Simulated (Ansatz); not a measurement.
# C3H5FS: up Jacob's ladder to CCSD(T)

One table from this session's results is given with a row withheld; the runs are named, their logs left out.

The runs use Ansatz 0.2.0, Gaussian basis; functionals in def2-TZVPP, the program's frozen cores in correlated methods.

Plan: LDA (SPW92), PBE-D4, revPBE-D4, BLYP-D4, r2SCAN-D4, B97M-V, PBE0-D4, B3LYP-D4, r2SCANh-D4, r2SCAN0-D4, HSE06-D4, BHLYP-D4, CAM-B3LYP-D4, LC-ωPBE, ωB97X-V, ωB97M-V, B2PLYP, PBE-QIDH; CCSD(T)/def2-SVP; CCSD(T)/def2-TZVPP; MP2/def2-QZVPP; extrapolation to the limit; RPA on PBE.

### The relaxed structure

An earlier PBE0-D4 in a triple-zeta def2 set relaxation fixed the geometry.

SMILES `CC(=S)CF`, 10 atoms, charge 0, spin multiplicity 1.

Atoms are counted from 1 here; the program's logs count them from 0.

Bond lengths: C1–C2 1.485 Å, C1–H6 1.095 Å, C1–H7 1.087 Å, C1–H8 1.095 Å, C2–S3 1.617 Å, C2–C4 1.503 Å, C4–F5 1.380 Å, C4–H9 1.094 Å, C4–H10 1.094 Å. Angles: C2–C1–H6 109.9°, C2–C1–H7 110.9°, C2–C1–H8 109.9°, H6–C1–H7 110.3°, H6–C1–H8 105.5°, H7–C1–H8 110.3°, C1–C2–S3 124.6°, C1–C2–C4 116.6°, S3–C2–C4 118.8°, C2–C4–F5 112.5°, C2–C4–H9 109.5°, C2–C4–H10 109.6°, F5–C4–H9 108.3°, F5–C4–H10 108.4°, H9–C4–H10 108.4°.

As a file:

```tsv
atom	x (Å)	y (Å)	z (Å)
C1	0.47987	-0.58396	1.05328
C2	0.26048	-0.40027	-0.40373
S3	0.86423	-1.36500	-1.55266
C4	-0.58661	0.77131	-0.81315
F5	-1.02838	1.50782	0.26686
H6	0.94201	0.31405	1.47670
H7	1.10254	-1.45428	1.24502
H8	-0.48318	-0.68677	1.56461
H9	-1.45991	0.41516	-1.36734
H10	-0.00815	1.43074	-1.46657
```

The first run:

The input, in.yaml:

```yaml
crystal:
  periodic: [false, false, false]
  atoms:
    - {symbol: C, position_ang: [0.479869, -0.583959, 1.053279]}
    - {symbol: C, position_ang: [0.260476, -0.400267, -0.403734]}
    - {symbol: S, position_ang: [0.864234, -1.365004, -1.552663]}
    - {symbol: C, position_ang: [-0.586615, 0.771310, -0.813152]}
    - {symbol: F, position_ang: [-1.028375, 1.507821, 0.266855]}
    - {symbol: H, position_ang: [0.942011, 0.314053, 1.476705]}
    - {symbol: H, position_ang: [1.102535, -1.454277, 1.245018]}
    - {symbol: H, position_ang: [-0.483184, -0.686772, 1.564605]}
    - {symbol: H, position_ang: [-1.459905, 0.415157, -1.367342]}
    - {symbol: H, position_ang: [-0.008147, 1.430739, -1.466571]}
basis:
  gaussian: {orbitals: def2-TZVPP}
hamiltonian: {xc: lda}
output: {orbitals: {seedname: orbitals}}
```

Among the steps run: LDA; PBE-D4 (GGA); revPBE-D4 (GGA); BLYP-D4 (GGA); r2SCAN-D4 (meta-GGA); B97M-V (meta-GGA); PBE0-D4 (hybrid); B3LYP-D4 (hybrid); r2SCANh-D4 (hybrid); r2SCAN0-D4 (hybrid); HSE06-D4 (hybrid); BHLYP-D4 (hybrid); CAM-B3LYP-D4 (range-separated); LC-ωPBE (range-separated); ωB97X-V (range-separated); ωB97M-V (range-separated); B2PLYP (double hybrid); PBE-QIDH (double hybrid).

One table of the session follows, with a row left open; its other results are not shown here.

It belongs to the step «Orbital energies across the functionals». 

```
  functional  HOMO (eV)  LUMO (eV)  gap (eV)
 LDA (SPW92)      -5.55      -3.28      2.27
      PBE-D4      -5.41      -3.10      2.31
   revPBE-D4      -5.36      -3.03      2.32
     BLYP-D4      -5.27      -2.96      2.30
   r2SCAN-D4      -5.64      -2.99      2.66
      B97M-V      -5.72      -2.92      2.81
     PBE0-D4      -6.66      -2.20      4.46
    B3LYP-D4          ?          ?         ?
  r2SCANh-D4      -6.11      -2.65      3.46
  r2SCAN0-D4      -6.80      -2.13      4.67
    HSE06-D4      -6.25      -2.58      3.67
    BHLYP-D4      -7.77      -1.14      6.63
CAM-B3LYP-D4      -8.01      -1.06      6.95
     LC-ωPBE      -9.41       0.03      9.44
     ωB97X-V      -9.04      -0.01      9.03
     ωB97M-V      -8.88      -0.05      8.83
```

Q: Estimate the row for B3LYP-D4 from the others.

Worked estimate for «HOMO (eV)». Against the share of exact exchange, BLYP-D4 (0, -5.27), BHLYP-D4 (0.5, -7.77) give a slope of -5.00 per unit share; at 0.2 the line stands at -6.27.

**Answer.** HOMO (eV): -6.42; LUMO (eV): -2.40; gap (eV): 4.02. In «HOMO (eV)» the line misses by +0.15.
